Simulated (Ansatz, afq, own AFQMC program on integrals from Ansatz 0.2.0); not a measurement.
## BSiH$_{5}$, singlet in cc-pVDZ, levels against CCSDT(Q)

```xyz
7

B    -2.1169    0.0401    0.0000
H    -2.7137    1.0737    0.0000
H    -2.7137   -0.9935    0.0000
H    -0.7479    0.0401    0.0000
Si    0.9261    0.0401    0.0000
H     1.5383   -0.8342    1.0900
H     1.5383   -0.8342   -1.0900
```

Basis cc-pVDZ. Only valence electrons are correlated. AFQMC by an in-house program on the Cholesky factors that Ansatz 0.2.0 writes for its CCSD(T) run. ph-AFQMC/CISD is guided by a CISD state made of CCSD amplitudes; releasing the constraint for a short imaginary time cuts its bias at the price of noise, slowly where states lie close. ± is one standard error of the sampling.

Determinant: UHF, the one that the program's search chose, which needn't be the lowest solution. The geometry is a point of a scan.

No full CI on the walks' own integrals is used here; CCSDT(Q) serves as the reference and is uncertain by about the last step of the cluster series.

Cautions: an unrestricted solution with more broken spin lies lower (31 meV, ⟨S²⟩ 0.26), while this determinant keeps restricted orbitals; the released energies move by 1.5 errors or more from one time to the next, so no released level is given (meV from the phaseless value at times in 1/Eh: -2 ± 3 at 0.24, -5 ± 3 at 0.51, -8 ± 3 at 0.99, -7 ± 4 at 1.62, -15 ± 3 at 2.40), though the last usable value meets CCSDT(Q) within the noise.

```
T1 diagnostic                               : 0.0165
weight of the determinant in the CISD state : 0.857
⟨S²⟩ of the determinant                     : 0.000
size of the correlated space                : 12 electrons in 51 orbitals
```

| level | correlation energy (eV) |
| --- | --- |
| MP2 | -5.2728 |
| CCSD | -6.6322 |
| CCSD(T) | -6.7939 |

Q: Estimate where phaseless AFQMC with a CISD trial lies against CCSD(T) on the same integrals.

A: 3.1 ± 0.3 kJ/mol below CCSD(T).

Reference: CCSDT(Q), correlation energy -6.837 eV.

```json
{"level": "CCSD(T)", "E − E(reference) (kJ/mol)": "4.1", "share of correlation (%)": "99.37"}
{"level": "CCSDT", "E − E(reference) (kJ/mol)": "0.7", "share of correlation (%)": "99.89"}
{"level": "ph-AFQMC/CISD", "E − E(reference) (kJ/mol)": "1.1 ± 0.3", "share of correlation (%)": "99.84"}
```

A walk keeps the symmetry of its determinant, which the program's search chose and which needn't be the lowest solution, so a lower state of the same spin and another symmetry isn't excluded.
